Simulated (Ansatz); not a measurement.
System: B20 (FeSi-type) FeSi. Method: LDA (Ansatz, a first-principles code, plane waves, PAW).

Settings: plane-wave cutoff 520 eV, 8×8×8 k mesh, no spin polarisation, scalar-relativistic PAW data made under PBE.

Cell (relaxed at this level):

```yaml
crystal:
  lattice:
    - [4.36886, 0.00000, 0.00000]
    - [0.00000, 4.36886, 0.00000]
    - [0.00000, 0.00000, 4.36886]
  atoms:
    - { symbol: Fe, position: [0.86320, 0.63680, 0.36320] }
    - { symbol: Fe, position: [0.36320, 0.86320, 0.63680] }
    - { symbol: Fe, position: [0.13680, 0.13680, 0.13680] }
    - { symbol: Fe, position: [0.63680, 0.36320, 0.86320] }
    - { symbol: Si, position: [0.15919, 0.34081, 0.65919] }
    - { symbol: Si, position: [0.65919, 0.15919, 0.34081] }
    - { symbol: Si, position: [0.84081, 0.84081, 0.84081] }
    - { symbol: Si, position: [0.34081, 0.65919, 0.15919] }
```

Problem. What does this level give for the elastic constant C11, elastic constant C44, Voigt–Reuss–Hill bulk modulus, polycrystal shear modulus (Hill average), Poisson ratio and elastic constant C12?

Solution. 
- elastic constant C11: 437 GPa
- elastic constant C44: 171 GPa
- Voigt–Reuss–Hill bulk modulus: 251 GPa
- polycrystal shear modulus (Hill average): 158 GPa
- Poisson ratio: 0.240
- elastic constant C12: 158 GPa

Measured, for comparison: elastic constant C11 317 GPa, elastic constant C44 125 GPa, elastic constant C12 113 GPa (temperature not stated, no zero-point or thermal correction; as tabulated in S\"ule et al. (2014), arXiv:1401.1310). Computed (rounded) less measured: elastic constant C11 +38 %, elastic constant C44 +37 %, elastic constant C12 +40 %.

Elastic constants are with the ions relaxed.

Computed values are for the static lattice.

Cost on a shared machine: around 30 core-minutes (rough).
